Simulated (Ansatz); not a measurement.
How far each method lies from UCCSDT(Q) for Cl–Al–GaH, triplet

Geometry: displaced at random from a stationary point.

| atom | x (Å) | y (Å) | z (Å) |
| --- | --- | --- | --- |
| Cl | 0.0797 | -0.2126 | 2.6308 |
| Al | -0.0852 | 0.6039 | 0.7016 |
| Ga | -0.0086 | -0.1286 | -1.5649 |
| H | 0.0745 | 0.2052 | -3.0648 |

Basis cc-pVDZ; Ansatz 0.2.0. Correlated methods freeze the noble-gas cores and the filled d shells of p-block atoms, which leaves 14 electrons in 44 orbitals. Prefix R: restricted or restricted open-shell reference; prefix U: unrestricted. No spin–orbit coupling is included, and no scalar relativity.

Full CI isn't at hand for all of this; UCCSDT(Q) serves as the reference, and is uncertain by the last step of the cluster series or more. The frozen core follows each run's orbitals, which can shift R against U totals by a few meV for light atoms and by up to 0.1 eV past Ca.

The UHF ⟨S²⟩ is 2.049. The T1 diagnostic (RCCSD) is 0.0312 and the largest doubles amplitude (RCCSD) is 0.070. The T1 diagnostic (UCCSD) is 0.0232.

| level | E − E(UCCSDT(Q)) (meV) | wall time |
| --- | --- | --- |
| UHF | 7246 | – |
| UMP2 | 1205 | – |
| UCCSD | 254 | – |
| UCCSD(T) | 57 | 11 s |
| UCCSDT | 17 | – |

Run but not shown, since their state, orbitals or frozen core can't be matched to the reference's or they repeat it: RHF, RMP2, RCCSD, RCCSD(T), BCCD(T), RCCSDT, RCCSDT(Q).

Times hold each run's SCF and search for its determinant on a shared host, so for small cases they say little of a method's own cost; they ran on 1 thread of Arm Neoverse V2.
